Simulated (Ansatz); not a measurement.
**Bismuth, A7 rhombohedral: r²SCAN0 at the r²SCAN geometry**

How do the levels change when part of the exchange is made exact, and what does it cost? Spin polarisation is left out. The geometry was relaxed under r²SCAN beforehand and is kept. Exact exchange is dear, so the k-mesh is coarse, and r²SCAN is run on the same mesh for comparison.

Program: Ansatz 0.2.0. Level of theory: DFT, plane waves (500 eV) with PBE-made PAW files, scalar-relativistic; functionals as named at each step. These are calculated values, not measurements.

## (1) Starting point

It takes space group R-3m (No. 166, trigonal). The conventional cell has a = 4.535 Å, b = 4.535 Å, c = 12.350 Å, α = 90.00°, β = 90.00°, γ = 120.00°. Around Bi (site symmetry 3m) lie 3 Bi at 3.07 Å.

Structure file:

```
CELL_PARAMETERS angstrom
2.26726 1.30900 4.11667
-2.26726 1.30900 4.11667
0.00000 -2.61800 4.11667
ATOMIC_POSITIONS crystal
Bi 0.23171 0.23171 0.23171
Bi 0.76829 0.76829 0.76829
```

## (2) r²SCAN on the coarse mesh

The run with r²SCAN.

Input file input.yaml:

```yaml
crystal:
  lattice:
    - [2.2672584545, 1.309002279, 4.1166687939]
    - [-2.2672584545, 1.309002279, 4.1166687939]
    - [0.0, -2.6180045581, 4.1166687939]
  atoms:
    - { symbol: Bi, position: [0.2317091196, 0.2317091196, 0.2317091196] }
    - { symbol: Bi, position: [0.7682908804, 0.7682908804, 0.7682908804] }
hamiltonian:
  xc: r2scan
  pseudopotentials:
    kind: paw
    azcp:
      Bi: "pseudopotentials/Bi.paw.azcp"
basis:
  ecutwfc: 500
  fft_grid_basis: typed
kpoints:
  mp_grid: { grid: [5, 5, 5], shift: [0, 0, 0] }
magnetization:
  spin_polarized: false
scf:
  occupations: { method: fermi_dirac, width: 0.1 }
```

## (3) r²SCAN0, coarse mesh

The run with r²SCAN0.

input.yaml: that of step 2 with these lines changed.

```diff
@@ -9,3 +9,3 @@
 hamiltonian:
-  xc: r2scan
+  xc: r2scan0
   pseudopotentials:
```

(Steps that only read results are left out.)

Q: Predict the outcome of this session. Wanted: r²SCAN: gap; r²SCAN0: gap.

The runs gave:

```
                             quantity                         value
                          r²SCAN: gap  none (levels filled in part)
                         r²SCAN0: gap  none (levels filled in part)
  r²SCAN0: SCF cycles, exchange loops                         19, 2
r²SCAN0: CPU time over that of r²SCAN                            13
```

Neither r²SCAN nor r²SCAN0 shows a clean gap on this mesh. r²SCAN0 cost 13 times the CPU time of r²SCAN. The exchange operator of r²SCAN0 was renewed in 2 outer loops. The cell taken over is 4 % larger than the measured one (35.39 Å³/atom, COD). Absolute energies differ from functional to functional, by eV per atom at times, and say nothing by themselves.
